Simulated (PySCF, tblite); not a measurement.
# C2H6O: changes of charge, electronic excitations, EPR parameters, part 2 of 2

tblite 0.8.0 and PySCF 2.14.0. Atoms count from 0. Earlier steps stand in the parts before.

### 11 Harmonic vibrations (C2H6O+ (doublet), CC[OH+]): PBE0-D3(BJ)/def2-SVP

The job: settings as JSON, then the geometry in Å.

```
{"job": {"xc": "PBE0", "basis": "def2-SVP", "d3": "d3bj", "grid": 2, "kind": "hessian"}, "charge": 1, "multiplicity": 2}
C     -0.866094     0.280518     0.120096
C      0.413771    -0.393536    -0.203476
O      1.578169     0.044051     0.290727
H     -1.694745    -0.212485    -0.405955
H     -0.848430     1.342525    -0.183416
H     -1.075821     0.239746     1.204285
H      0.436361    -1.530928    -0.060899
H      0.615136    -0.587254    -1.315872
H      1.495285     0.835095     0.867599
```

The program printed:

```text
coarse grid: 6984 points
cycle   1  E = -154.2996091975  dE =  5.618e-01  |g| = 3.291e-01  |ddm| = 1.923e+00
cycle   2  E = -154.2389475835  dE =  6.066e-02  |g| = 5.348e-01  |ddm| = 5.973e-01
cycle   3  E = -154.3496415866  dE = -1.107e-01  |g| = 6.532e-02  |ddm| = 3.720e-01
cycle   4  E = -154.3513743781  dE = -1.733e-03  |g| = 4.093e-02  |ddm| = 8.665e-02
cycle   5  E = -154.3520975321  dE = -7.232e-04  |g| = 1.075e-02  |ddm| = 3.212e-02
cycle   6  E = -154.3521637338  dE = -6.620e-05  |g| = 3.854e-03  |ddm| = 1.269e-02
cycle   7  E = -154.3521734301  dE = -9.696e-06  |g| = 1.147e-03  |ddm| = 5.703e-03
final grid: 65856 points
cycle   8  E = -154.3787613458  dE = -3.721e-06  |g| = 6.957e-03  |ddm| = 1.112e-02
cycle   9  E = -154.3787143501  dE =  4.700e-05  |g| = 1.291e-02  |ddm| = 1.335e-02
cycle  10  E = -154.3787823185  dE = -6.797e-05  |g| = 8.626e-04  |ddm| = 8.563e-03
cycle  11  E = -154.3787826832  dE = -3.648e-07  |g| = 1.278e-04  |ddm| = 7.383e-04
cycle  12  E = -154.3787826941  dE = -1.088e-08  |g| = 5.346e-05  |ddm| = 1.572e-04
cycle  13  E = -154.3787826960  dE = -1.913e-09  |g| = 2.380e-05  |ddm| = 7.806e-05
cycle  14  E = -154.3787826964  dE = -3.254e-10  |g| = 6.662e-06  |ddm| = 2.899e-05
cycle  15  E = -154.3787826964  dE = -2.836e-11  |g| = 1.300e-06  |ddm| = 9.998e-06
converged SCF energy = -154.3787826964

mode    cm-1
  1     153.0
  2     418.2
  3     441.2
  4     637.6
  5     920.3
  6     986.0
  7    1008.5
  8    1047.1
  9    1066.2
 10    1154.5
 11    1300.3
 12    1346.9
 13    1415.9
 14    1428.1
 15    1440.0
 16    2566.9
 17    2728.7
 18    3033.7
 19    3119.6
 20    3188.0
 21    3647.3
ZPE 197.672  H(298)-E 211.752  G(298)-E 128.935 kJ/mol  S 277.77 J/(mol K)
```

Wall time 87 s (1 thread of Arm Neoverse V2, shared host); peak memory 1.3 GiB.

Zero-point energy 197.67 kJ/mol (xTB gave 190.65).

### 12 Single point (C₂H₆O): wB97X-D3(BJ)/ma-def2-TZVP

Geometry: PBE0-D3(BJ)/def2-SVP, that of another charge or spin state.

Settings changed since step 11:

```diff
@@ -1,2 +1,2 @@
-{"job": {"xc": "PBE0", "basis": "def2-SVP", "d3": "d3bj", "grid": 2, "kind": "hessian"}, "charge": 1, "multiplicity": 2}
+{"job": {"kind": "sp", "xc": "wB97X", "basis": "ma-def2-TZVP", "d3": "d3bj", "grid": 2}, "charge": 0, "multiplicity": 1}
 C     -0.866094     0.280518     0.120096
```

The program printed:

```text
coarse grid: 6984 points
cycle   1  E = -155.0856534105  dE =  3.215e-01  |g| = 5.689e-01  |ddm| = 1.867e+00
cycle   2  E = -155.0906245260  dE = -4.971e-03  |g| = 5.893e-01  |ddm| = 6.612e-01
cycle   3  E = -155.1454343084  dE = -5.481e-02  |g| = 3.626e-02  |ddm| = 3.036e-01
cycle   4  E = -155.1457085327  dE = -2.742e-04  |g| = 1.154e-02  |ddm| = 3.469e-02
cycle   5  E = -155.1457417721  dE = -3.324e-05  |g| = 3.548e-03  |ddm| = 1.408e-02
cycle   6  E = -155.1457449422  dE = -3.170e-06  |g| = 5.842e-04  |ddm| = 4.273e-03
final grid: 65856 points
cycle   7  E = -155.1404512399  dE = -3.194e-05  |g| = 3.284e-03  |ddm| = 2.188e-02
cycle   8  E = -155.1404516158  dE = -3.759e-07  |g| = 2.993e-03  |ddm| = 3.019e-03
cycle   9  E = -155.1404530622  dE = -1.446e-06  |g| = 3.195e-04  |ddm| = 1.467e-03
cycle  10  E = -155.1404530814  dE = -1.912e-08  |g| = 1.225e-04  |ddm| = 3.222e-04
cycle  11  E = -155.1404530850  dE = -3.644e-09  |g| = 1.887e-05  |ddm| = 1.047e-04
converged SCF energy = -155.1404530850
```

Run time: 3.2 s. Hardware: 1 thread of Arm Neoverse V2, shared host; peak memory 0.56 GiB.

### 13 Single point (C2H6O+ (doublet), CC[OH+]): wB97X-D3(BJ)/ma-def2-TZVP

Geometry: PBE0-D3(BJ)/def2-SVP.

Settings changed since step 12:

```diff
@@ -1,2 +1,2 @@
-{"job": {"kind": "sp", "xc": "wB97X", "basis": "ma-def2-TZVP", "d3": "d3bj", "grid": 2}, "charge": 0, "multiplicity": 1}
+{"job": {"kind": "sp", "xc": "wB97X", "basis": "ma-def2-TZVP", "d3": "d3bj", "grid": 2}, "charge": 1, "multiplicity": 2}
 C     -0.866094     0.280518     0.120096
```

The program printed:

```text
final grid: 65856 points
cycle   1  E = -154.7468475330  dE = -1.771e-02  |g| = 3.215e-01  |ddm| = 3.878e-01
cycle   2  E = -154.7397523796  dE =  7.095e-03  |g| = 3.543e-01  |ddm| = 2.847e-01
cycle   3  E = -154.7812109506  dE = -4.146e-02  |g| = 3.103e-02  |ddm| = 1.566e-01
cycle   4  E = -154.7816837515  dE = -4.728e-04  |g| = 8.052e-03  |ddm| = 1.941e-02
cycle   5  E = -154.7817738129  dE = -9.006e-05  |g| = 4.039e-03  |ddm| = 1.156e-02
cycle   6  E = -154.7818057203  dE = -3.191e-05  |g| = 1.840e-03  |ddm| = 7.118e-03
cycle   7  E = -154.7818138205  dE = -8.100e-06  |g| = 8.018e-04  |ddm| = 3.883e-03
cycle   8  E = -154.7818153298  dE = -1.509e-06  |g| = 3.156e-04  |ddm| = 1.884e-03
cycle   9  E = -154.7818154936  dE = -1.639e-07  |g| = 9.279e-05  |ddm| = 6.223e-04
cycle  10  E = -154.7818155116  dE = -1.801e-08  |g| = 2.043e-05  |ddm| = 2.394e-04
cycle  11  E = -154.7818155125  dE = -9.176e-10  |g| = 5.628e-06  |ddm| = 4.504e-05
converged SCF energy = -154.7818155125
```

Wall time 7.5 s (1 thread of Arm Neoverse V2, shared host); peak memory 0.57 GiB.

### 14 Single point (C2H6O): wB97X-D3(BJ)/ma-def2-TZVP in N,N-dimethylformamide

Geometry: PBE0-D3(BJ)/def2-SVP.

The job: settings as JSON, then the geometry in Å.

```
{"job": {"kind": "sp", "xc": "wB97X", "basis": "ma-def2-TZVP", "d3": "d3bj", "grid": 2, "solvent": "N,N-dimethylformamide"}, "charge": 0, "multiplicity": 1}
C     -0.862688     0.292229     0.058744
C      0.442646    -0.410953    -0.259959
O      1.569544     0.287385     0.199924
H     -1.724112    -0.254235    -0.356356
H     -0.863628     1.311957    -0.355443
H     -1.015384     0.369669     1.148754
H      0.416029    -1.448002     0.133997
H      0.562425    -0.499670    -1.351736
H      1.497871     0.365510     1.156822
```

The program printed:

```text
final grid: 65856 points
cycle   1  E = -155.1714507362  dE = -7.774e-04  |g| = 1.931e-02  |ddm| = 2.027e-01
cycle   2  E = -155.1715148262  dE = -6.409e-05  |g| = 1.771e-02  |ddm| = 4.883e-02
cycle   3  E = -155.1715659936  dE = -5.117e-05  |g| = 2.803e-03  |ddm| = 1.337e-02
cycle   4  E = -155.1715707654  dE = -4.772e-06  |g| = 7.477e-04  |ddm| = 1.132e-02
cycle   5  E = -155.1715711537  dE = -3.883e-07  |g| = 1.781e-04  |ddm| = 2.906e-03
cycle   6  E = -155.1715711668  dE = -1.318e-08  |g| = 6.500e-05  |ddm| = 3.857e-04
cycle   7  E = -155.1715711690  dE = -2.126e-09  |g| = 6.981e-06  |ddm| = 2.660e-04
converged SCF energy = -155.1715711690
```

Wall time 3.4 s (1 thread of Arm Neoverse V2, shared host); peak memory 0.58 GiB.

### 15 Single point (C₂H₆O+ (doublet), CC[OH+]): wB97X-D3(BJ)/ma-def2-TZVP in N,N-dimethylformamide

Geometry: PBE0-D3(BJ)/def2-SVP.

The job: settings as JSON, then the geometry in Å.

```
{"job": {"kind": "sp", "xc": "wB97X", "basis": "ma-def2-TZVP", "d3": "d3bj", "grid": 2, "solvent": "N,N-dimethylformamide"}, "charge": 1, "multiplicity": 2}
C     -0.866094     0.280518     0.120096
C      0.413771    -0.393536    -0.203476
O      1.578169     0.044051     0.290727
H     -1.694745    -0.212485    -0.405955
H     -0.848430     1.342525    -0.183416
H     -1.075821     0.239746     1.204285
H      0.436361    -1.530928    -0.060899
H      0.615136    -0.587254    -1.315872
H      1.495285     0.835095     0.867599
```

The program printed:

```text
final grid: 65856 points
cycle   1  E = -154.8912040541  dE = -9.779e-04  |g| = 1.251e-02  |ddm| = 9.182e-02
cycle   2  E = -154.8912752169  dE = -7.116e-05  |g| = 1.040e-02  |ddm| = 2.916e-02
cycle   3  E = -154.8913152102  dE = -3.999e-05  |g| = 2.629e-03  |ddm| = 6.542e-03
cycle   4  E = -154.8913203254  dE = -5.115e-06  |g| = 9.121e-04  |ddm| = 5.403e-03
cycle   5  E = -154.8913211498  dE = -8.244e-07  |g| = 2.278e-04  |ddm| = 2.023e-03
cycle   6  E = -154.8913212458  dE = -9.599e-08  |g| = 9.087e-05  |ddm| = 3.841e-04
cycle   7  E = -154.8913212739  dE = -2.810e-08  |g| = 3.137e-05  |ddm| = 2.596e-04
cycle   8  E = -154.8913212764  dE = -2.407e-09  |g| = 1.758e-05  |ddm| = 6.384e-05
converged SCF energy = -154.8913212764
```

It took 6.1 s on 1 thread of Arm Neoverse V2, shared host; peak memory 0.58 GiB.

### 16 Changes of charge: wB97X-D3(BJ)/ma-def2-TZVP

This step combines the energies above: geometries from PBE0-D3(BJ)/def2-SVP, zero-point and thermal terms from PBE0-D3(BJ)/def2-SVP.

The job: settings as JSON, then the geometry in Å.

```
{"job": {"kind": "rx", "dirs": [1], "geom": {"xc": "PBE0", "basis": "def2-SVP", "d3": "d3bj", "grid": 1}, "hess": 1, "level": {"xc": "wB97X", "basis": "ma-def2-TZVP", "d3": "d3bj", "solvents": ["N,N-dimethylformamide"]}}, "charge": 0, "multiplicity": 1}
C     -0.862688     0.292229     0.058744
C      0.442646    -0.410953    -0.259959
O      1.569544     0.287385     0.199924
H     -1.724112    -0.254235    -0.356356
H     -0.863628     1.311957    -0.355443
H     -1.015384     0.369669     1.148754
H      0.416029    -1.448002     0.133997
H      0.562425    -0.499670    -1.351736
H      1.497871     0.365510     1.156822
```

Output (the driver's rows laid out field by field):

```text
ionisation and electron attachment, wB97X-D3(BJ)/ma-def2-TZVP // PBE0-D3(BJ)/def2-SVP

row 1
  change                  oxidation
  charge                  1
  multiplicity            2
  vertical_ev             10.6898
  vertical_s2             0.755
  formula                 C2H6O
  smiles                  CC[OH+]
  kept                    yes
  pieces                  1
  point_group             Cs
  adiabatic_electronic_ev 10.3995
  adiabatic_ev            10.2592
  free_energy_ev          10.2356
  s2                      0.755
  bonds_moved             1 2 1.403 1.338; 1 7 1.102 1.147; 1 6 1.11 1.147; 0 1 1.517 1.482
  spin_on                 2 O 0.532; 7 H 0.157; 6 H 0.154; 1 C 0.135
  charge_moved            2 O 0.376; 6 H 0.181; 7 H 0.15; 8 H 0.084
  vertical_back_ev        9.759
  relaxation_parent_ev    0.6405
  relaxation_ion_ev       0.2903
  reorganisation_ev       0.9308
  solution                solvent N,N-dimethylformamide, absolute_potential_v 7.4621, solvation_parent_kj -19.9, solvation_ion_kj -287.51
```

Wall time 3 min (1 thread of Arm Neoverse V2, shared host); peak memory 0.57 GiB.

Energy taken up on oxidation, or given off on reduction (eV; adiabatic with zero-point energy):

| change | product | vertical | adiabatic | free energy | reorganisation | ⟨S²⟩ |
| --- | --- | --- | --- | --- | --- | --- |
| oxidation (multiplicity 2) | CC[OH+] | 10.69 | 10.26 | 10.24 | 0.93 | 0.76 |

On oxidation to multiplicity 2 charge changes most on O2 (+0.38 e), H6 (+0.18 e), H7 (+0.15 e); the spin sits on O2 (0.53), H7 (0.16), H6 (0.15); the bond C1–O2 goes from 1.403 to 1.338 Å; the absolute potential is 7.46 V in N,N-dimethylformamide.

### 17 Electronic excitations: TDDFT PBE0/def2-SVPD

The job: settings as JSON, then the geometry in Å.

```
{"job": {"kind": "uv", "xc": "PBE0", "basis": "def2-SVPD", "nstates": 6, "ntriplets": 0}, "charge": 0, "multiplicity": 1}
C     -0.862688     0.292229     0.058744
C      0.442646    -0.410953    -0.259959
O      1.569544     0.287385     0.199924
H     -1.724112    -0.254235    -0.356356
H     -0.863628     1.311957    -0.355443
H     -1.015384     0.369669     1.148754
H      0.416029    -1.448002     0.133997
H      0.562425    -0.499670    -1.351736
H      1.497871     0.365510     1.156822
```

Level: TDDFT PBE0/def2-SVPD, vertical, gas phase, core orbitals frozen in the response.

The program printed:

```text
coarse grid: 6984 points
cycle   1  E = -154.6645596511  dE =  1.256e-01  |g| = 5.669e-01  |ddm| = 3.185e+00
cycle   2  E = -154.5931709293  dE =  7.139e-02  |g| = 8.405e-01  |ddm| = 1.122e+00
cycle   3  E = -154.7290761645  dE = -1.359e-01  |g| = 6.687e-02  |ddm| = 6.507e-01
cycle   4  E = -154.7299068481  dE = -8.307e-04  |g| = 2.525e-02  |ddm| = 8.764e-02
cycle   5  E = -154.7300628563  dE = -1.560e-04  |g| = 4.009e-03  |ddm| = 2.927e-02
cycle   6  E = -154.7300664123  dE = -3.556e-06  |g| = 5.797e-04  |ddm| = 5.666e-03
final grid: 65856 points
cycle   7  E = -154.7580119724  dE = -1.598e-05  |g| = 7.674e-03  |ddm| = 4.308e-02
cycle   8  E = -154.7580018591  dE =  1.011e-05  |g| = 1.054e-02  |ddm| = 1.533e-02
cycle   9  E = -154.7580248243  dE = -2.297e-05  |g| = 8.735e-04  |ddm| = 8.545e-03
cycle  10  E = -154.7580249875  dE = -1.632e-07  |g| = 1.033e-04  |ddm| = 8.124e-04
cycle  11  E = -154.7580249897  dE = -2.255e-09  |g| = 1.586e-05  |ddm| = 1.410e-04
cycle  12  E = -154.7580249898  dE = -6.060e-11  |g| = 3.162e-06  |ddm| = 3.511e-05
converged SCF energy = -154.7580249898

Static polarisability (au): isotropic 32.991, principal 30.772 33.035 35.167

Singlet excitations
state   eV       nm        f      main configurations
  1   7.0260    176.5   0.00996   H->L 0.94
  2   8.1147    152.8   0.01885   H->L+1 0.88
  3   8.4572    146.6   0.01293   H-1->L 0.81, H->L+2 0.17
  4   8.4954    145.9   0.03787   H->L+2 0.76, H-1->L 0.16
  5   8.9339    138.8   0.05850   H->L+3 0.98
  6   9.3769    132.2   0.01854   H-1->L+1 0.90
```

Run time: 4.7 s. Hardware: 1 thread of Arm Neoverse V2, shared host; peak memory 0.49 GiB.

Frontier orbitals and where they lie:

| orbital | eV | atoms |
| --- | --- | --- |
| HOMO−3 | -10.79 | C0 36 %, H4 20 %, O2 16 % |
| HOMO−2 | -10.52 | C0 32 %, O2 21 %, H5 15 % |
| HOMO−1 | -9.25 | O2 33 %, C1 23 %, C0 14 % |
| HOMO | -7.95 | O2 62 %, C1 14 %, C0 9 % |
| LUMO | 0.58 | O2 22 %, C0 19 %, C1 17 % |
| LUMO+1 | 1.44 | O2 25 %, C0 15 %, H8 14 % |
| LUMO+2 | 1.73 | H6 16 %, O2 15 %, C1 15 % |

With each of the 6 states as a Gaussian band of 0.4 eV half-width at 1/e, the curve within the window shown has maxima at 176 nm (ε 400), 141 nm (ε 3,400) L/(mol cm). Beyond the last state computed it falls off for lack of states. The curve at chosen wavelengths:

nm, ε (L/mol/cm) and a bar:
```
      128        503 ####
      131       1161 ##########
      133       1724 ###############
      136       2622 #######################
      138       3083 ###########################
      141       3367 ##############################
      143       3333 ##############################
      146       3054 ###########################
      148       2724 ########################
      151       2064 ##################
      154       1368 ############
      156        964 ########
      159        511 ####
      161        320 ##
      164        187 #
      166        179 #
      169        242 ##
      172        336 ###
      174        383 ###
      177        402 ###
      179        377 ###
      182        299 ##
      184        236 ##
      187        148 #
      189        101 
      192         52
```

Ground-state properties from the same run:

| property | computed |
| --- | --- |
| dipole moment (D) | 1.71 |
| polarisability (Å³) | 4.89 |
| HOMO–LUMO gap (eV) | 8.54 |
| −ε(HOMO) (eV) | 7.95 |

### 18 EPR parameters (C₂H₆O+ (doublet), CC[OH+]): UKS B3LYP, pcH-1 on C H O

The job: settings as JSON, then the geometry in Å.

```
{"job": {"kind": "epr", "basis": "pcH-1"}, "charge": 1, "multiplicity": 2}
C     -0.866094     0.280518     0.120096
C      0.413771    -0.393536    -0.203476
O      1.578169     0.044051     0.290727
H     -1.694745    -0.212485    -0.405955
H     -0.848430     1.342525    -0.183416
H     -1.075821     0.239746     1.204285
H      0.436361    -1.530928    -0.060899
H      0.615136    -0.587254    -1.315872
H      1.495285     0.835095     0.867599
```

Level: UKS B3LYP, pcH-1 on C H O, non-relativistic, mean-field spin-orbit, GIAO.

The program printed:

```text
UKS, coarse grid
  cycle   1  E = -154.62409333  |g| = 3.69e-01
  cycle   2  E = -154.52594740  |g| = 6.47e-01
  cycle   3  E = -154.67785634  |g| = 8.98e-02
  cycle   4  E = -154.68085742  |g| = 4.96e-02
  cycle   5  E = -154.68187290  |g| = 1.09e-02
  cycle   6  E = -154.68192942  |g| = 3.76e-03
  cycle   7  E = -154.68193606  |g| = 1.60e-03
  cycle   8  E = -154.68193747  |g| = 4.30e-04
UKS, final grid
  cycle   1  E = -154.68194331  |g| = 6.03e-04
  cycle   2  E = -154.68194291  |g| = 1.24e-03
  cycle   3  E = -154.68194346  |g| = 1.02e-04
  cycle   4  E = -154.68194347  |g| = 3.85e-05
  cycle   5  E = -154.68194347  |g| = 8.74e-06
E = -154.68194347 Eh   <S^2> = 0.7543 (exact 0.7500)
g shifts (ppm)      1          2          3
  rmc          -229       -229       -229
  gc              2         23         25
  oz_so          -2       3522       7765
  total        -229       3316       7562
hyperfine (MHz)  atom isotope    a_iso     a_fc   dipolar eigenvalues
    0   13C     -11.12     -11.12     -3.48     -1.04      4.52
    1   13C     -43.49     -43.49    -24.49    -17.60     42.10
    2   17O     -42.33     -42.33   -168.39     82.88     85.50
    3    1H      -3.06      -3.06     -2.88     -2.27      5.16
    4    1H      65.73      65.73     -4.48     -1.91      6.39
    5    1H      72.18      72.18     -4.46     -2.06      6.52
    6    1H     468.22     468.22    -16.33    -11.93     28.26
    7    1H     474.52     474.52    -16.39    -11.99     28.38
    8    1H     -41.09     -41.09    -36.87    -14.20     51.07
```

Wall time 9.5 s (1 thread of Arm Neoverse V2, shared host); peak memory 0.46 GiB.

Principal g values 2.00209, 2.00564, 2.00988; g(iso) = 2.00587, against 2.00232 for a free electron.

Mean a(iso) over the nuclei that a row names, and the largest dipolar term of the row (other rows stand at the frozen geometry):

| nuclei | isotope | a(iso) (MHz) | a(iso) (G, at g = 2.0023) | largest dipolar term (MHz) |
| --- | --- | --- | --- | --- |
| H6, H7 | 1H | 471.4 | 168.2 | 28.4 |
| H3, H4, H5 | 1H | 45.0 | 16.0 | 6.5 |
| C1 | 13C | -43.5 | -15.5 | 42.1 |
| O2 | 17O | -42.3 | -15.1 | -168.4 |
| H8 | 1H | -41.1 | -14.7 | 51.1 |
| C0 | 13C | -11.1 | -4.0 | 4.5 |

Mulliken spin populations:

| atom | value (e) |
| --- | --- |
| C0 | 0.00 |
| C1 | 0.08 |
| O2 | 0.50 |
| H3 | 0.00 |
| H4 | 0.03 |
| H5 | 0.03 |
| H6 | 0.19 |
| H7 | 0.19 |
| H8 | -0.02 |

In first order the couplings over 0.8 MHz of 1H give 24 distinct lines over 399.2 G, if the averaged nuclei exchange fast.

### 19 Spectra of the species

The job: settings as JSON, then the geometry in Å.

```
{"job": {"kind": "rx", "dirs": [1], "geom": {"xc": "PBE0", "basis": "def2-SVP", "d3": "d3bj", "grid": 1}, "hess": 1, "level": {"xc": "wB97X", "basis": "ma-def2-TZVP", "d3": "d3bj", "solvents": ["N,N-dimethylformamide"]}, "spectra": true}, "charge": 0, "multiplicity": 1}
C     -0.862688     0.292229     0.058744
C      0.442646    -0.410953    -0.259959
O      1.569544     0.287385     0.199924
H     -1.724112    -0.254235    -0.356356
H     -0.863628     1.311957    -0.355443
H     -1.015384     0.369669     1.148754
H      0.416029    -1.448002     0.133997
H      0.562425    -0.499670    -1.351736
H      1.497871     0.365510     1.156822
```

The program printed:

```text
uv CCO +0: TDDFT PBE0/def2-SVPD, vertical, gas phase, core orbitals frozen in the response
epr CC[OH+] +1: UKS B3LYP, pcH-1 on C H O, non-relativistic, mean-field spin-orbit, GIAO
```

Wall time 14 s (1 thread of Arm Neoverse V2, shared host); peak memory 0.46 GiB.

This step only lists the spectra that were run on the species above.

### 20 What came out

The summary covers parts 1 to 2.

```
                                     quantity                                  value
    strongest single infrared mode (GFN2-xTB)                   339 cm⁻¹, 142 km/mol
                 zero-point energy (GFN2-xTB)                          49.0 kcal/mol
                                  point group                                     C1
         rotational constants (main isotopes)                  34.59, 9.29, 8.21 GHz
ionisation energy (wB97X-D3(BJ)/ma-def2-TZVP)  vertical 10.69 eV, adiabatic 10.26 eV
              lowest singlet (PBE0/def2-SVPD)            7.03 eV (176 nm), f = 0.010
     brightest single state of those computed            state 5, 8.93 eV, f = 0.059
```

What this shows: All 21 modes are real, so the xTB geometry is a minimum. The strongest single mode, at 339 cm⁻¹, moves mainly H8. Unscaled tight-binding wavenumbers are off by several per cent, some by more. Its intensities can rank the bands wrongly. Relaxing lowered the energy by 0.021 eV in 2 steps; the close pair that moved most is C0–H3, from 1.086 to 1.101 Å (PBE0/def2-SVP). At wB97X-D3(BJ)/ma-def2-TZVP, relaxation with the zero-point term after oxidation moves the energy taken up from 10.69 eV (vertical) to 10.26 eV (adiabatic, with zero-point energy). The lowest singlet, at 7.03 eV, is HOMO→LUMO 0.94 and is weak; of the 6 states computed, the strongest absorption comes from state 5 at 8.93 eV. States above −ε(HOMO) lie where TDDFT describes them poorly and they hang on the basis; the brightest is among them.

Measured vertical value: 10.7 eV (“Hyperconjugative Effect on the Electronic Wavefunctions of Ethanol”, 2008, arxiv:0808.4072); the calculated vertical value at wB97X-D3(BJ)/ma-def2-TZVP, 10.69 eV, differs by -0.01 eV.
